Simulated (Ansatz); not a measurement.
Born–Oppenheimer molecular dynamics of H6Si2 (8 atoms, charge 0, multiplicity 1). It starts at the highest image of a converged band, a first-order saddle point between two minima.

These are results of RKS PBE0-D4/6-31G* in Ansatz 0.2.0, not measurements.

| Item | Value |
| --- | --- |
| ensemble | NVE (velocity Verlet) |
| time step | 0.5 fs |
| steps asked | 200 |
| starting velocities drawn for | 300 K |
| seed | 6073 |

Frames 1 fs apart, positions in Å, forces in eV/Å.

Velocities at 35.0 fs (Å/ps):

```
Si -1.27 -0.13 1.29
H 16.87 -5.37 0.23
Si -0.62 0.20 -0.69
H -0.22 -1.18 26.89
H -4.74 -5.95 -13.07
H 11.41 -3.25 2.77
H 3.68 3.76 -3.79
H 25.48 10.11 -29.79
```

```xyz
8
Properties=species:S:1:pos:R:3:forces:R:3 time_fs=35.0 energy_less_start_eV=0.065 T=216
Si 0.090 -0.005 0.343 -1.08 -0.66 0.55
H -0.469 0.005 1.791 0.54 0.01 -0.80
Si 2.430 0.003 0.231 -0.40 -0.17 0.14
H 2.990 -1.381 0.200 0.00 0.09 0.02
H 2.864 0.758 -0.961 0.13 0.08 -0.21
H 2.875 0.715 1.446 0.25 0.08 0.16
H -0.514 1.188 -0.319 0.13 0.05 -0.05
H -0.567 -1.234 -0.298 0.43 0.53 0.19
8
Properties=species:S:1:pos:R:3:forces:R:3 time_fs=36.0 energy_less_start_eV=0.036 T=254
Si 0.089 -0.005 0.344 -0.86 -0.48 0.37
H -0.449 -0.001 1.787 0.42 -0.01 -0.68
Si 2.430 0.003 0.230 -0.33 -0.09 0.18
H 2.989 -1.382 0.227 -0.01 0.10 -0.04
H 2.860 0.752 -0.975 0.12 0.00 -0.10
H 2.887 0.712 1.450 0.20 0.07 0.05
H -0.509 1.191 -0.323 0.13 0.01 0.01
H -0.539 -1.222 -0.327 0.32 0.41 0.20
8
Properties=species:S:1:pos:R:3:forces:R:3 time_fs=37.0 energy_less_start_eV=0.011 T=286
Si 0.087 -0.005 0.346 -0.56 -0.25 0.11
H -0.426 -0.006 1.777 0.26 -0.04 -0.44
Si 2.429 0.003 0.230 -0.25 0.03 0.23
H 2.989 -1.381 0.254 -0.02 0.09 -0.09
H 2.857 0.746 -0.990 0.10 -0.08 0.03
H 2.902 0.710 1.454 0.14 0.05 -0.08
H -0.504 1.195 -0.327 0.14 -0.03 0.07
H -0.509 -1.205 -0.354 0.18 0.23 0.18
8
Properties=species:S:1:pos:R:3:forces:R:3 time_fs=38.0 energy_less_start_eV=0.002 T=297
Si 0.085 -0.006 0.348 -0.20 0.01 -0.21
H -0.400 -0.012 1.763 0.07 -0.06 -0.10
Si 2.428 0.003 0.229 -0.16 0.15 0.26
H 2.989 -1.380 0.279 -0.02 0.08 -0.14
H 2.854 0.740 -1.005 0.08 -0.16 0.15
H 2.917 0.708 1.457 0.08 0.03 -0.20
H -0.497 1.199 -0.330 0.13 -0.05 0.11
H -0.477 -1.187 -0.379 0.02 0.01 0.12
8
Properties=species:S:1:pos:R:3:forces:R:3 time_fs=39.0 energy_less_start_eV=0.014 T=282
Si 0.083 -0.006 0.349 0.18 0.26 -0.56
H -0.374 -0.018 1.748 -0.14 -0.09 0.30
Si 2.427 0.004 0.229 -0.09 0.25 0.30
H 2.988 -1.379 0.304 -0.02 0.05 -0.19
H 2.853 0.732 -1.018 0.06 -0.22 0.25
H 2.934 0.707 1.458 0.02 0.02 -0.30
H -0.489 1.202 -0.332 0.11 -0.05 0.15
H -0.444 -1.168 -0.403 -0.13 -0.22 0.04
8
Properties=species:S:1:pos:R:3:forces:R:3 time_fs=40.0 energy_less_start_eV=0.043 T=246
Si 0.081 -0.007 0.350 0.53 0.46 -0.89
H -0.349 -0.025 1.736 -0.33 -0.12 0.69
Si 2.426 0.004 0.228 -0.03 0.31 0.34
H 2.987 -1.376 0.326 -0.03 0.02 -0.23
H 2.852 0.722 -1.029 0.06 -0.25 0.31
H 2.951 0.706 1.457 -0.03 0.03 -0.36
H -0.479 1.205 -0.333 0.08 -0.04 0.18
H -0.413 -1.151 -0.427 -0.26 -0.41 -0.03
8
Properties=species:S:1:pos:R:3:forces:R:3 time_fs=41.0 energy_less_start_eV=0.073 T=207
Si 0.079 -0.007 0.351 0.79 0.58 -1.11
H -0.327 -0.034 1.730 -0.46 -0.15 0.94
Si 2.425 0.004 0.228 0.01 0.33 0.38
H 2.986 -1.374 0.346 -0.03 -0.01 -0.26
H 2.852 0.709 -1.037 0.06 -0.26 0.31
H 2.968 0.705 1.452 -0.06 0.05 -0.38
H -0.469 1.208 -0.332 0.04 -0.01 0.19
H -0.384 -1.139 -0.451 -0.34 -0.53 -0.07
8
Properties=species:S:1:pos:R:3:forces:R:3 time_fs=42.0 energy_less_start_eV=0.090 T=184
Si 0.078 -0.007 0.352 0.94 0.57 -1.17
H -0.309 -0.044 1.734 -0.52 -0.18 0.97
Si 2.424 0.005 0.228 0.03 0.30 0.42
H 2.984 -1.371 0.364 -0.04 -0.04 -0.28
H 2.853 0.694 -1.042 0.07 -0.23 0.28
H 2.983 0.704 1.443 -0.08 0.09 -0.37
H -0.459 1.210 -0.329 -0.01 0.04 0.19
H -0.359 -1.131 -0.476 -0.38 -0.54 -0.04
8
Properties=species:S:1:pos:R:3:forces:R:3 time_fs=43.0 energy_less_start_eV=0.093 T=181
Si 0.077 -0.007 0.352 0.98 0.45 -1.04
H -0.296 -0.055 1.746 -0.51 -0.19 0.77
Si 2.423 0.005 0.228 0.02 0.22 0.45
H 2.982 -1.369 0.379 -0.05 -0.06 -0.30
H 2.854 0.677 -1.044 0.09 -0.19 0.19
H 2.999 0.705 1.431 -0.09 0.14 -0.31
H -0.449 1.213 -0.324 -0.06 0.09 0.18
H -0.337 -1.128 -0.501 -0.39 -0.46 0.05
8
Properties=species:S:1:pos:R:3:forces:R:3 time_fs=44.0 energy_less_start_eV=0.089 T=186
Si 0.076 -0.006 0.352 0.94 0.25 -0.79
H -0.289 -0.069 1.766 -0.44 -0.19 0.39
Si 2.422 0.006 0.228 0.00 0.11 0.48
H 2.980 -1.368 0.392 -0.06 -0.08 -0.30
H 2.856 0.658 -1.044 0.12 -0.13 0.08
H 3.013 0.707 1.416 -0.07 0.20 -0.22
H -0.439 1.216 -0.318 -0.12 0.13 0.17
H -0.319 -1.130 -0.525 -0.36 -0.30 0.19
8
Properties=species:S:1:pos:R:3:forces:R:3 time_fs=45.0 energy_less_start_eV=0.090 T=184
Si 0.075 -0.006 0.351 0.86 0.01 -0.48
H -0.285 -0.084 1.789 -0.35 -0.17 -0.05
Si 2.421 0.007 0.229 -0.03 -0.01 0.51
H 2.977 -1.367 0.401 -0.07 -0.09 -0.30
H 2.859 0.638 -1.044 0.14 -0.06 -0.05
H 3.027 0.710 1.399 -0.05 0.26 -0.12
H -0.430 1.221 -0.310 -0.17 0.17 0.15
H -0.304 -1.135 -0.548 -0.33 -0.12 0.34
8
Properties=species:S:1:pos:R:3:forces:R:3 time_fs=46.0 energy_less_start_eV=0.102 T=169
Si 0.075 -0.006 0.351 0.77 -0.20 -0.19
H -0.285 -0.101 1.812 -0.26 -0.13 -0.47
Si 2.420 0.007 0.229 -0.05 -0.13 0.51
H 2.974 -1.367 0.408 -0.08 -0.09 -0.28
H 2.864 0.618 -1.044 0.15 0.00 -0.16
H 3.040 0.716 1.381 -0.03 0.31 -0.02
H -0.423 1.227 -0.301 -0.21 0.18 0.15
H -0.293 -1.141 -0.568 -0.29 0.06 0.48
```

Of the whole run (100 fs, mean temperature of the second half 208 K): The conserved energy stayed within 0.11 meV per atom of its start (net change 0.073 meV per atom), so the integration is sound. A run of 0.1 ps of so small a system gives no equilibrium averages. The orbitals stay closed-shell, which can raise the energy where a bond breaks towards radicals; this wasn't checked here.

Time of the run: 4.8 min on 1 thread of Arm Neoverse V2, with other jobs on the host, peak memory 0.095 GiB.
